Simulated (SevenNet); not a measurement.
**A-type hexagonal La2O3**

These are the machine-learned potential SevenNet-l3i5 (trained on PBE and PBE+U data) values and carry that method's errors.

Cell (relaxed at this level):

```yaml
crystal:
  lattice:
    - [3.93730, 0.00000, 0.00000]
    - [-1.96865, 3.40980, 0.00000]
    - [0.00000, 0.00000, 6.18458]
  atoms:
    - { symbol: La, position: [0.33333, 0.66667, 0.24751] }
    - { symbol: La, position: [0.66667, 0.33333, 0.75249] }
    - { symbol: O, position: [0.00000, 0.00000, 0.00000] }
    - { symbol: O, position: [0.33333, 0.66667, 0.64510] }
    - { symbol: O, position: [0.66667, 0.33333, 0.35490] }
```

```yaml
bulk_modulus: 107 GPa
```

Measured, for comparison: bulk modulus 113 GPa (300 K, not corrected to a static lattice; as tabulated in Santana et al. (2016), arXiv:1608.06321). Computed (rounded) less measured: bulk modulus -5 %.

A machine-learned potential is trained on density-functional data: it inherits that level's misses and adds fitting errors of its own.

Note: the model gives imaginary modes for this phase (in the spectrum interpolated from a supercell).
